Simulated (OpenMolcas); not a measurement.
# N2 (nitrogen): O3LYP/cc-pVTZ (Cholesky decomposition)

Aim: the vertical singlet–triplet gap of N2 (nitrogen) at O3LYP/cc-pVTZ (Cholesky decomposition), from 2 runs. 

The results are computed with OpenMolcas 26.06.

### 1 The molecule

N2 has 2 atoms, charge 0, and is taken as a singlet. SMILES: `N#N`. The shape is that of a PBE0-D4/def2-TZVP optimisation.

Bond lengths: N1–N2 1.090 Å.

### 2 The energy at O3LYP/cc-pVTZ (Cholesky decomposition)

Contents of job.input:

```
>>> EXPORT MOLCAS_PRINT=2
&GATEWAY
BasLib
$CurrDir
Coord
2
bohr
N      0.87966751    -0.28402584     0.45315632
N     -0.87966751     0.28402584    -0.45315632
Basis
cc-pVTZ
Group
NoSym
&SEWARD
Low
&SCF
KSDFT
O3LYP
PrOrbitals
0
```

The basis set cc-pVTZ is read from a file made from the Basis Set Exchange's data (not shown).

On the command line:

```console
$ export MOLCAS_MEM=1860
$ pymolcas job.input > job.log
```

Standard output:

```text
--- Start Module: gateway ---
[...]
--- Stop Module: gateway /rc=_RC_ALL_IS_WELL_ ---
--- Start Module: seward ---
[...]
      Basis functions           60
--- Stop Module: seward /rc=_RC_ALL_IS_WELL_ ---
--- Start Module: scf ---
[...]
       Convergence after  10 Iterations
[...]
::    Total KS-DFT energy                            -109.5326696129
[...]
      Total spin, S                                     0.0000000000
[...]
      Total electronic charge=   14.000000
      Total            charge=   -0.000000
[...]
      Dipole Moment (debye):
      Origin of the operator (angstrom)=    0.0000    0.0000    0.0000
                   X=  1.3864E-05               Y= -6.5952E-06               Z=  9.0638E-06           Total=  1.7829E-05
      Quadrupole Moment (debye*angstrom):
[...]
--- Stop Module: scf /rc=_RC_ALL_IS_WELL_ ---
[...]
```

Run time: 2.2 s. Hardware: 1 thread of AMD EPYC 9R45 (Zen 5), shared host; peak memory 0.09 GiB.

### 3 The triplet

job.input, as its differences from that of step 2:

```diff
@@ -16,2 +16,5 @@
 &SCF
+UHF
+Spin
+3
 KSDFT
```

The basis set cc-pVTZ is read from a file made from the Basis Set Exchange's data (not shown).

On the command line:

```console
$ export MOLCAS_MEM=1860
$ pymolcas job.input > job.log
```

Standard output:

```text
--- Start Module: gateway ---
[...]
--- Stop Module: gateway /rc=_RC_ALL_IS_WELL_ ---
--- Start Module: seward ---
[...]
      Basis functions           60
--- Stop Module: seward /rc=_RC_ALL_IS_WELL_ ---
--- Start Module: scf ---
[...]
       Convergence after  21 Iterations
[...]
::    Total KS-DFT energy                            -109.2497909993
[...]
      Total spin, S                                     1.0018777739
[...]
      Total electronic charge=   14.000000
      Total            charge=   -0.000000
[...]
      Dipole Moment (debye):
      Origin of the operator (angstrom)=    0.0000    0.0000    0.0000
                   X=  2.5360E-06               Y= -3.2907E-05               Z= -4.9217E-05           Total=  5.9259E-05
      Quadrupole Moment (debye*angstrom):
[...]
--- Stop Module: scf /rc=_RC_ALL_IS_WELL_ ---
[...]
```

Wall time 4.5 s (1 thread of AMD EPYC 9R45 (Zen 5), shared host); peak memory 0.09 GiB.

### 4 Summary of results

Level: O3LYP/cc-pVTZ (Cholesky decomposition).

| quantity | value |
| --- | --- |
| singlet: total energy | -109.53267 Eh |
| singlet: dipole moment | 0.00 D |
| singlet: HOMO energy | -10.99 eV |
| singlet: LUMO energy | -0.92 eV |
| singlet: HOMO–LUMO gap | 10.07 eV |
| triplet: total energy | -109.24979 Eh |
| triplet: dipole moment | 0.00 D |
| triplet: HOMO energy (highest over α and β) | -3.28 eV |
| triplet: ⟨S²⟩ | 2.006 |
| vertical energy of the triplet above the singlet | 7.698 eV |

In words: At this shape the triplet lies 7.70 eV (178 kcal/mol) above the singlet.
